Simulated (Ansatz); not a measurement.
## Active spaces for C₄H₄, singlet

Calculated in Ansatz's Gaussian-basis code. Basis cc-pVTZ, nonrelativistic, 4 orbitals frozen in the corrections. State-specific CASSCF; RHF is the lowest restricted (open-shell) Hartree–Fock solution met. On stretched bonds single-reference methods can fail or change state. No symmetry is imposed, so a solution can break that of the shape. The lowest solution met needn't be the lowest there is, nor hold the orbitals that a chemist would pick.

Geometry:

```xyz
8

C     0.0000   -1.9593    0.0000
C     0.0000   -0.6372    0.0000
C     0.0000    0.6372    0.0000
C     0.0000    1.9593    0.0000
H     0.0000   -2.5274    0.9264
H     0.0000   -2.5274   -0.9264
H     0.0000    2.5274   -0.9264
H     0.0000    2.5274    0.9264
```

Question: What do CASSCF and its corrections give against RHF in CAS(6,6), and what are the occupations?

Answer: CASSCF -2.426 eV, SC-NEVPT2 -17.052 eV; occupations 1.94, 1.93, 1.85, 0.15, 0.07, 0.05.

Question: How do single-reference totals in the same basis and frozen core stand against SC-NEVPT2 in CAS(6,6)?

Answer: CCSD(T) -1.623 eV. Coupled cluster stands on the determinant that it favours, which can lie over the RHF solution above, and is in doubt where the occupations are far from 0, 1 and 2.

Question: Roughly how much CPU time does a whole run from the default start take (median of such runs, summed over threads; nearly all runs on one pinned thread of a shared server, mostly Xeon at 2.3 to 2.6 GHz, by a development driver)?

Answer: CAS(6,6): about 55 s. Other jobs ran beside these, and the count of passes differs.
